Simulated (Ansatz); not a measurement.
System: C2H5N, charge 0, singlet. C2H5N (SMILES C1CN1).
B3LYP-D3(BJ)/def2-TZVP minimum from Ansatz (a first-principles code):
```xyz
8

C     -0.0266    -0.3964     0.7404
N     -0.0403     0.8719     0.0001
C     -0.0474    -0.3972    -0.7389
H      0.8868     1.2834    -0.0132
H     -0.9333    -0.6098     1.2927
H     -0.9693    -0.6112    -1.2653
H      0.8882    -0.7010     1.2359
H      0.8531    -0.7023    -1.2597
```

Quantity: atomisation energy (electronic, to ground-state atoms), in kJ/mol. Radicals and triplets start from unrestricted determinants; spin-orbit coupling is neglected. CBS(X,Y): correlation extrapolated as X^-3, Hartree-Fock from the larger set (Q,5: extrapolated as (X+1)exp(-9√X)). A bracket is a step between two methods taken in the basis named. The functionals are non-relativistic, so their misses hold any scalar relativity. Double hybrids freeze cores in their MP2 part. '+ core + X2C': CCSD(T) terms for core correlation (cc-pwCVTZ) and scalar relativity (cc-pVTZ-DK). For partners of very few electrons the exact lower level stands in for a higher one.

CCSD(T)/CBS(cc-pVQZ,cc-pV5Z) + [CCSDT(Q) - CCSD(T)]/cc-pVDZ + core + X2C (Ansatz) gives 3015.1 kJ/mol.

**Question.** How far off this value is PBE/def2-TZVPD (Ansatz), in which direction, and which of these levels come nearer: r2SCAN/def2-TZVPD, B3LYP/def2-TZVPD, PBE0/def2-TZVPD, wB97M-V/def2-TZVPD, B2PLYP/def2-TZVPD, CCSD(T)/CBS(cc-pVQZ,cc-pV5Z) + core + X2C?

**Answer.** PBE gives 3092.9 kJ/mol, 77.8 kJ/mol above it. Differences of the others: r2SCAN/def2-TZVPD (Ansatz) -8.1; B3LYP/def2-TZVPD (Ansatz) -9.8; PBE0/def2-TZVPD (Ansatz) 16.4; wB97M-V/def2-TZVPD (Ansatz) 8.6; B2PLYP/def2-TZVPD (Ansatz) -38.4; CCSD(T)/CBS(cc-pVQZ,cc-pV5Z) + core + X2C (Ansatz) -2.1 kJ/mol. Nearer than PBE: r2SCAN/def2-TZVPD, B3LYP/def2-TZVPD, PBE0/def2-TZVPD, wB97M-V/def2-TZVPD, B2PLYP/def2-TZVPD, CCSD(T)/CBS(cc-pVQZ,cc-pV5Z) + core + X2C.
